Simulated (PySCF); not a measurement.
Gas-phase reaction: 3 ethylsilane + 2 C3H4 (propyne) + SiH4 = 4 (CH3)3Si

Method: PySCF energies plus ideal-gas RRHO corrections (1 bar). † marks an energy on the PBE0/def2-TZVP geometry and frequencies; other levels use their own. MP2 and CCSD(T) freeze the core. Open shells (unrestricted): (CH3)3Si (multiplicity 2); the rest are closed-shell singlets. B3LYP is the form with VWN-RPA correlation. (CH3)3Si: computed as isolated molecules; such fragments, hydroxides, amides, oligomers or adducts are transient or little studied in the gas. MP2 isn't extrapolated to the basis-set limit. CCSD(T) isn't extrapolated to the basis-set limit.

```csv
level,"ΔH°(298 K), kJ"
B3LYP/def2-TZVP†,?
BLYP/def2-TZVP†,?
CCSD(T)/def2-SVP†,?
M06-2X/def2-TZVP†,-229
MP2/def2-TZVPP†,-204
PBE/def2-SVP,-220
PBE0/def2-QZVP†,-284
r2SCAN/def2-TZVP†,?
ωB97M-V/def2-TZVP†,-183
```

Task: What belongs in the gaps?

Result: 
- B3LYP/def2-TZVP†, ΔH°(298 K), kJ: -159
- BLYP/def2-TZVP†, ΔH°(298 K), kJ: -128
- CCSD(T)/def2-SVP†, ΔH°(298 K), kJ: -110
- r2SCAN/def2-TZVP†, ΔH°(298 K), kJ: -294
